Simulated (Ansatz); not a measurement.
Write a Python script for Ansatz 0.2.0, Python API that makes a ladder of methods at one geometry of C3H6ClO, SMILES [O]CCCCl. Use (for the species named): HSE06, def2-SVP basis, multiplicity 2. The script varies functional: hse06, revpbe, lda, pbe.

```csv
atom,x (Å),y (Å),z (Å)
O,-2.3856,0.4413,-0.3955
C,-1.1816,0.3828,0.3072
C,-0.0946,-0.2204,-0.5838
C,1.2420,-0.3550,0.1495
Cl,1.9761,1.2415,0.4607
H,-0.9001,1.4102,0.6201
H,-1.3244,-0.2437,1.2132
H,-0.4216,-1.2308,-0.9129
H,0.0397,0.4087,-1.4906
H,1.1054,-0.8935,1.1116
H,1.9448,-0.9411,-0.4795
```

`methods_c3h6clo.py`
```python
"""C3H6ClO at several levels of theory."""

from pathlib import Path

import ansatz
import numpy as np

geometry = (
    ansatz.Crystal.molecule()
    .atom("O", (-2.3856, 0.4413, -0.3955))
    .atom("C", (-1.1816, 0.3828, 0.3072))
    .atom("C", (-0.0946, -0.2204, -0.5838))
    .atom("C", (1.242, -0.355, 0.1495))
    .atom("Cl", (1.9761, 1.2415, 0.4607))
    .atom("H", (-0.9001, 1.4102, 0.6201))
    .atom("H", (-1.3244, -0.2437, 1.2132))
    .atom("H", (-0.4216, -1.2308, -0.9129))
    .atom("H", (0.0397, 0.4087, -1.4906))
    .atom("H", (1.1054, -0.8935, 1.1116))
    .atom("H", (1.9448, -0.9411, -0.4795))
)

calculation = (
    geometry.calculation()
    .basis(gaussian="def2-SVP")
    .spin("collinear", total=1)
)

print("functional    E (Ha)        dipole (D)   HOMO (eV)  LUMO (eV)")
for name in ["hse06", "revpbe", "lda", "pbe"]:
    summary = calculation.functional(name).forces().orbitals().run(runs_dir="runs").report
    lines = Path(summary["orbitals_path"]).read_text().splitlines()
    field_of = lambda key: [line.split("=")[1].strip() for line in lines if line.startswith(key)]
    orbitals = [(27.211386 * float(e), s, float(n)) for e, s, n in zip(field_of("Ene="), field_of("Spin="), field_of("Occup="))]
    homo = max(e for e, _, n in orbitals if n > 0.5)
    lumo = min(e for e, _, n in orbitals if n < 0.5)
    dipole = 4.803205 * np.linalg.norm(summary["charge_distribution"]["dipole_moment_e_ang"])
    print(f"{name:10s} {summary['free_energy_ev'] / 27.211386246:14.6f} {dipole:9.3f} {homo:11.3f} {lumo:10.3f}")
```

Running `python methods_c3h6clo.py` prints:
```text
functional    E (Ha)        dipole (D)   HOMO (eV)  LUMO (eV)
hse06         -652.597004     1.907      -7.104     -3.708
revpbe        -652.843338     1.917      -5.550     -4.862
lda           -649.835358     2.135      -5.512     -5.431
pbe           -652.554463     1.948      -5.571     -4.972
```

Total energies depend on the basis set; only differences at equal settings carry meaning. The geometry is a force-field or estimated start, not a minimum of this method, and the basis set is short of its limit. A lower total doesn't mark the better method: functionals have no common bound, and MP2 and coupled cluster aren't variational. The species is open-shell (spin multiplicity 2). Levels such as HOMO and LUMO are orbital energies: with these approximate functionals they aren't the ionisation energy and electron affinity, and their gap isn't the fundamental gap. hse06 follows the composition of plane-wave codes, whose totals differ by tens of mHa, up to about 0.1 Ha, from the form usual in Gaussian-basis programs (wpbeh). The whole script took 63 s on 1 thread of Arm Neoverse V2 (shared host), peak memory 0.4 GiB.

(Lines on the test bed's own set-up are left out of the output.)
